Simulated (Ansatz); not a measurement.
A nudged elastic band was laid between two geometries of ClH + H5NSi (9 atoms, charge 0, multiplicity 1).

Level of theory: RKS PBE0-D4/def2-SVP (Ansatz 0.2.0).

```yaml
movable_images: 9
climbing_image: yes
spring: 5.0 eV/Å²
optimiser: quadratic models (default)
start_path: through a guess of the saddle point
force_threshold: 0.05 eV/Å
iteration_limit: 60
end_points: relaxed
```

First end point:

```xyz
9
Properties=species:S:1:pos:R:3
Si -0.130 0.250 0.093
N 0.087 -0.109 1.808
H -0.761 -0.302 2.338
H 0.657 0.549 2.338
H 1.230 0.375 -0.498
H -0.888 1.515 -0.160
H -0.882 -0.892 -0.495
Cl 1.661 -2.747 1.602
H 0.983 -1.609 1.788
```

Last end point:

```xyz
9
Properties=species:S:1:pos:R:3
Si 0.456 -0.149 -0.319
N -0.215 -0.431 2.344
H -1.121 -0.124 2.695
H 0.496 0.047 2.897
H 0.825 -0.001 -1.765
H 0.301 1.229 0.215
H -0.776 -0.980 -0.286
Cl 2.118 -1.138 0.468
H -0.127 -1.422 2.565
```

Problem. Which bonds break or form, and what moves?

Solution. Bonds broken: Si1–N2, Cl8–H9. Bonds formed: Si1–Cl8, N2–H9. ClH + H5NSi becomes ClH3Si + H3N.

Problem. What energy profile does the band end with?

Solution. It converged. The highest image is number 3 of 0 to 10, 7.3 kcal/mol above the first end and 15.2 kcal/mol above the last; the last end lies 7.9 kcal/mol below the first. A vibrational analysis at the climbing image gives one clearly imaginary mode, 143i cm⁻¹: a first-order saddle point. The orbitals stay closed-shell, which can raise the energy where a bond breaks towards radicals; this wasn't checked here.

| image | path coordinate (Å) | energy (kcal/mol) | Si1–N2 (Å) | Cl8–H9 (Å) | Si1–Cl8 (Å) |
| --- | --- | --- | --- | --- | --- |
| 0 | 0.00 | 0.0 | 1.77 | 1.34 | 3.80 |
| 1 | 0.47 | 0.6 | 1.77 | 1.35 | 3.44 |
| 2 | 0.93 | 5.0 | 1.82 | 1.50 | 3.05 |
| 3 | 1.40 | 7.3 | 1.89 | 1.85 | 2.74 |
| 4 | 1.85 | 6.1 | 1.95 | 2.12 | 2.42 |
| 5 | 2.30 | 5.4 | 2.01 | 2.32 | 2.30 |
| 6 | 2.75 | 4.1 | 2.09 | 2.44 | 2.24 |
| 7 | 3.20 | 0.6 | 2.19 | 2.56 | 2.18 |
| 8 | 3.65 | -4.0 | 2.33 | 2.71 | 2.13 |
| 9 | 4.10 | -7.1 | 2.52 | 2.89 | 2.10 |
| 10 | 4.55 | -7.9 | 2.76 | 3.09 | 2.09 |

Problem. What is the geometry of the highest image?

Solution. 
```xyz
9
Properties=species:S:1:pos:R:3
Si 0.067 -0.072 0.091
N 0.113 -0.182 1.976
H -0.808 -0.211 2.418
H 0.657 0.566 2.410
H 1.393 0.275 -0.464
H -0.730 1.212 0.023
H -0.818 -1.099 -0.499
Cl 1.433 -2.323 0.841
H 0.649 -1.136 2.017
```

Problem. What are the harmonic wavenumbers there?

Solution. 143i, 171, 315, 372, 530, 541, 607, 831, 851, 911, 991, 1022, 1204, 1522, 1545, 2132, 2290, 2330, 2443, 3514, 3607 cm⁻¹.

Run time: 7.1 min on 1 thread of Arm Neoverse V1, on a shared host, peak memory 0.17 GiB.
